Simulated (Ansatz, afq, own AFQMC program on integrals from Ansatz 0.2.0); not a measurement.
**AlSiH, triplet → AlSiH, singlet**

```tsv
atom	x (Å)	y (Å)	z (Å)
Si	0.0000	-0.0360	1.1654
Al	0.0000	-0.0118	-1.2249
H	0.0000	1.3177	0.3154
```

Connectivity, by distances: SiH–Al.

E(singlet, charge +0) − E(triplet, charge +0) at this geometry, on UHF and RHF determinants.

Basis 6-31G. Only valence electrons are correlated. AFQMC by an in-house program on the Cholesky factors that Ansatz 0.2.0 writes for its CCSD(T) run. ph-AFQMC/CISD is guided by a CISD state made of CCSD amplitudes; releasing the constraint for a short imaginary time cuts its bias at the price of noise, slowly where states lie close. ± is one standard error of the sampling. The errors of all members are added in quadrature.

Full CI on the same integrals is exact in this basis and with this determinant's frozen core.

Errors are counted within 6-31G, not against nature.

Cautions: AlSiH (triplet): the released energies have errors that jump between times, so the bars are unsure, so no released level is given (meV from the phaseless value at times in 1/Eh: -2.6 ± 0.8 at 0.24, -5.2 ± 0.6 at 0.51, -7.7 ± 0.5 at 0.99, -5 ± 7 at 1.62, -12.1 ± 0.5 at 2.40), its ph-AFQMC/CISD value lies 15.8 ± 0.7 meV above full CI; AlSiH (singlet): another spin lies lower, restricted determinant unstable towards unrestricted (UHF 1.26 eV lower, ⟨S²⟩ 1.05), the search met a lower determinant of the same kind, perhaps of another symmetry (379 meV lower), and this one is a saddle point, strong correlation (T1 0.051, weight of the determinant 0.80, largest double 0.16), the released energies are still falling, so no released level is given (meV from the phaseless value at times in 1/Eh: -8 ± 5 at 0.24, -10 ± 4 at 0.51, -15 ± 3 at 0.99, -21 ± 3 at 1.62, -29 ± 3 at 2.40), CCSDTQ on the UHF determinant differs (606 meV lower), perhaps since the unrestricted series falls towards higher spin, its ph-AFQMC/CISD value lies 52 ± 5 meV above full CI.

Reference (full CI): 14.0 kcal/mol.

| level | vertical spin gap (kcal/mol) | error against FCI (kcal/mol) |
| --- | --- | --- |
| HF | 35.9 | 21.9 |
| MP2 | 17.6 | 3.6 |
| CCSD | 16.2 | 2.2 |
| CCSD(T) | 14.5 | 0.5 |
| CCSDT | 14.5 | 0.5 |
| CCSDT(Q) | 14.0 | 0.1 |
| CCSDTQ | 14.0 | 0.0 |
| ph-AFQMC/CISD | 14.8 ± 0.1 | 0.8 ± 0.1 |

Correlation beyond CCSD(T) takes off 0.5 kcal/mol. The perturbative (T) step is worth −1.7 kcal/mol. Where the cautions show a poor determinant, the low rows tell how each method copes with it, not its usual error.

CCSDT and higher add their correlation energy to the determinant of the CCSD(T) run, since their own runs factorise the integrals more tightly (a shift of under 2 meV). A walk keeps the symmetry of its determinant, which the program's search chose and which needn't be the lowest solution, so a lower state of the same spin and another symmetry isn't excluded.
